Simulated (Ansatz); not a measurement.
# What a trial cell of NbW2 relaxes into

Method: DFT PBE, scalar-relativistic, plane waves, PAW (Ansatz 0.2.0). Cutoff 420 eV, Γ-centred k mesh, Gaussian smearing, no spin polarisation in the final step.

The start puts NbW2 on the rutile structure type (P4_2/mnm, No. 136), with Nb in place of Ti, W in place of O, at a guessed volume.

```
Nb W
1.0
     5.40701    0.00000    0.00000
     0.00000    5.40701    0.00000
     0.00000    0.00000    3.48266
Nb W
2 4
Direct
  0.00000 0.00000 0.00000
  0.50000 0.50000 0.50000
  0.30600 0.30600 0.00000
  0.19400 0.80600 0.50000
  0.69400 0.69400 0.00000
  0.80600 0.19400 0.50000
```

Cell and atoms relax at zero pressure; the relaxation can't lower the symmetry of the start. After a coarse first stage the cell is made exact in the group found at 0.06 Å.

Energies over the elements count from the elements' standard structures at the same level, with no empirical corrections.

Q: Which crystal results?

A: It keeps P4_2/mnm (No. 136), but not the shape of the type it started on. Conventional cell: a = 6.611 Å, c = 2.890 Å. Nb is coordinated by 6 W at 2.49–2.62 Å and 2 Nb at 2.89 Å; W is coordinated by 3 Nb at 2.49–2.62 Å and 2 W at 2.89 Å.

Space group P4_2/mnm (No. 136). a = 6.611 Å, b = 6.611 Å, c = 2.890 Å, α = 90.00°, β = 90.00°, γ = 90.00°
```
atom site symmetry x y z
  Nb    2a m.mm  0.0000  0.0000  0.0000
   W    4f m.2m  0.2659  0.2659  0.0000
```

Q: What are its volume, energy, density and gap?

A: The volume per atom is 21.05 Å³, the density is 12.11 g/cm³ and the energy over the elements is 1.88 eV/atom. The gap on the 6×6×14 mesh is 0 eV (a metal).

The final run used a 6×6×14 mesh on its 6-atom cell and 0.10 eV smearing. For metals, differences of a few meV/atom aren't resolved. Spin–orbit coupling is left out. Symmetry constrained the relaxation, so the result can be a saddle point.

Cost: 3 runs of about 2.7 core-minutes in all, on Intel Xeon 6975P-C (Granite Rapids) (shared hosts).